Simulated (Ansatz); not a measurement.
**BH4OSi+ (SMILES OB[SiH2+]): functionals against CCSD(T) at one geometry**

An exercise on one series of results from a longer session: the logs are not shown, and one member is left open.

Program: Ansatz 0.2.0, Gaussian basis. Level of theory: single points in def2-TZVPP. These are calculated values, not measurements.

Correlated methods freeze the cores.

### The system as given

SMILES `OB[SiH2+]`, 7 atoms, charge 1, spin multiplicity 1.

Atoms are counted from 1 here; the program's logs count them from 0.

Bond lengths: O1–B2 1.319 Å, O1–H4 0.972 Å, B2–Si3 2.086 Å, B2–H5 1.223 Å, Si3–H6 1.497 Å, Si3–H7 1.495 Å. Angles: B2–O1–H4 120.8°, O1–B2–Si3 110.3°, O1–B2–H5 126.8°, Si3–B2–H5 122.9°, B2–Si3–H6 123.6°, B2–Si3–H7 129.0°, H6–Si3–H7 107.4°.

Geometry (Å):

| atom | x (Å) | y (Å) | z (Å) |
| --- | --- | --- | --- |
| O1 | -1.5132 | 0.1954 | -0.4299 |
| B2 | -0.3272 | -0.3201 | -0.6916 |
| Si3 | 1.0232 | 0.1645 | 0.8223 |
| H4 | -2.2522 | 0.0862 | -1.0518 |
| H5 | -0.0117 | -0.9659 | -1.6806 |
| H6 | 0.6436 | 0.2823 | 2.2652 |
| H7 | 2.4875 | 0.4486 | 0.7211 |

Set-up of the first run:

run/in.yaml reads:

```yaml
crystal:
  periodic: [false, false, false]
  atoms:
    - {symbol: O, position_ang: [-1.513171, 0.195425, -0.429891]}
    - {symbol: B, position_ang: [-0.327210, -0.320129, -0.691625]}
    - {symbol: Si, position_ang: [1.023150, 0.164466, 0.822272]}
    - {symbol: H, position_ang: [-2.252246, 0.086175, -1.051817]}
    - {symbol: H, position_ang: [-0.011734, -0.965882, -1.680604]}
    - {symbol: H, position_ang: [0.643553, 0.282265, 2.265226]}
    - {symbol: H, position_ang: [2.487486, 0.448621, 0.721072]}
basis:
  gaussian: {orbitals: def2-TZVPP}
total_charge: 1
hamiltonian: {xc: pbe, dispersion: d4}
output: {forces: true}
```

The run is started by

```bash
$ ansatz run in.yaml --threads 2 --pin off --events-out ev --progress --plain --max-ram 3481MiB
```

Among the steps run: PBE-D4/def2-TZVPP; r2SCAN-D4/def2-TZVPP; PBE0-D4/def2-TZVPP; wB97M-V/def2-TZVPP; CCSD(T)/def2-TZVPP.

One table of the session follows, with a row left open; its other results are not shown here.

```
   method  RMS force component (eV/Å)  angle to CCSD(T) forces (°)
   PBE-D4                       0.326                         27.8
r2SCAN-D4                       0.343                          9.8
  PBE0-D4                           ?                            ?
  wB97M-V                       0.406                         16.1
  CCSD(T)                       0.443                    reference
```

Q: Estimate the row for PBE0-D4 from the others.

**Answer.** RMS force component (eV/Å): 0.323; angle to CCSD(T) forces (°): 20.1. In the column «RMS force component (eV/Å)» it is the lowest.
